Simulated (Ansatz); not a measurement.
This geometry of C$_{2}$H$_{4}$NO (8 atoms, charge -1, multiplicity 1) is a first-order saddle point.

Theory: RKS B3LYP-D4/6-31G (Ansatz).

```xyz
8
Properties=species:S:1:pos:R:3
C 0.472 0.955 -0.066
O 0.745 -0.431 -0.248
C -0.595 -1.337 0.076
N -1.693 -0.922 0.420
H -0.361 1.313 -0.701
H 1.379 1.531 -0.316
H 0.173 1.201 0.970
H -0.120 -2.310 -0.136
```

Q: Which two structures does it join? (They come from a converged band through this point; their orientation in space is the band's.)

A: No bond is made or broken. The dihedral H6–C1–O2–C3 goes from 119 to -120°. The two ends are copies of one structure, up to a mirror image or an exchange of like atoms.

Image 0:

```xyz
8
Properties=species:S:1:pos:R:3
C 0.255 0.952 -0.439
O 0.438 -0.440 -0.653
C -0.317 -1.335 0.554
N -0.947 -0.894 1.501
H -0.267 1.443 -1.288
H 1.217 1.487 -0.298
H -0.357 1.100 0.473
H -0.022 -2.313 0.149
```

Image 8:

```xyz
8
Properties=species:S:1:pos:R:3
C 0.530 0.885 0.316
O 0.729 -0.510 0.144
C -0.673 -1.250 -0.422
N -1.736 -0.704 -0.666
H -0.511 1.140 0.031
H 1.216 1.490 -0.314
H 0.687 1.208 1.366
H -0.243 -2.259 -0.455
```

Q: How far does it lie above each of them?

A: 0.076 eV above the first and 0.076 eV above the second. This is the barrier of this one path; another mechanism may lie lower. Limits of this set-up: no polarisation functions, an anion without diffuse functions, the dipole of an ion depends on the origin.

The run took 5.7 min on 1 thread of Arm Neoverse N1, on a shared host, peak memory 0.1 GiB.
